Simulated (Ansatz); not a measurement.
This script drives Ansatz 0.2.0, Python API.

Script `neb_ch4s2.py`:
```python
# -*- coding: utf-8 -*-
"""Barrier to internal rotation of CH4S2 by a nudged elastic band."""

from dataclasses import dataclass

import ansatz
import numpy as np


@dataclass(frozen=True)
class Settings:
    basis: str = "def2-SVP"
    xc: str = "b3lyp"


cfg = Settings()

geometry = (
    ansatz.Crystal.molecule()
    .atom("C", (-0.718, 0.5016, -0.2244))
    .atom("S", (0.4276, 0.3508, 1.1056))
    .atom("S", (1.8758, -0.7429, 0.1813))
    .atom("H", (-1.0571, -0.418, -0.5733))
    .atom("H", (-0.3177, 1.0779, -1.094))
    .atom("H", (-1.6196, 1.1416, 0.1267))
    .atom("H", (1.4703, -1.979, 0.4324))
)

job = geometry.calculation().basis(gaussian=cfg.basis).functional(cfg.xc)
symbols = [site.symbol for site in geometry.cartesian_sites]
start = np.array([site.position_ang for site in geometry.cartesian_sites], dtype=float)
data = job.relax(force_tolerance=0.005, max_steps=100).run().report
end = np.array(data["positions_ang"])

# the end point is the same minimum with the three like atoms permuted
first, second, third = [3, 4, 5]
turned = end.copy()
turned[[first, second, third]] = end[[second, third, first]]
listed = lambda xyz: [{"symbol": s, "position_ang": p.tolist()} for s, p in zip(symbols, xyz)]
deck = job.input().to_dict()
deck["crystal"]["atoms"] = listed(end)
deck["neb"] = {"final_atoms": listed(turned), "images": 4, "initial_path": "idpp", "f_tol": 0.03, "max_iterations": 40}
rounds = []
band = ansatz.Session.from_dict(deck).plan().execute(on_event=lambda e: rounds.append(e["data"]) if e["event"] == "neb_iteration" else None)
for each in rounds:
    print(f"round {each['iteration']:2d}  largest band force {each['band_force_max_ev_ang']:.4f} eV/A")
images = rounds[-1]["images"]
for image in images:
    print(f"s = {image['path_coordinate_ang']:6.3f} A   {(image['lagrangian_ev'] - images[0]['lagrangian_ev']):8.3f} eV")
```

It is started by `python neb_ch4s2.py`. How long does it take on 1 thread of Arm Neoverse V1 (shared host), and how much memory does it need?

It took about 2.2 min, with a peak of 0.21 GiB, for 2 runs of the engine.

```console
$ python neb_ch4s2.py
round  1  largest band force 1.3706 eV/A
round  2  largest band force 0.4239 eV/A
round  3  largest band force 0.1439 eV/A
round  4  largest band force 0.1186 eV/A
round  5  largest band force 0.0705 eV/A
round  6  largest band force 0.0327 eV/A
round  7  largest band force 0.0116 eV/A
s =  0.000 A      0.000 eV
s =  0.463 A      0.017 eV
s =  0.927 A      0.053 eV
s =  1.390 A      0.072 eV
s =  2.101 A      0.035 eV
s =  2.812 A     -0.000 eV
```

The energies are electronic: no zero-point or thermal terms, and the basis set is short of its limit. b3lyp holds the VWN-RPA fit, as in Gaussian; the form of ORCA and Turbomole is b3lyp5.
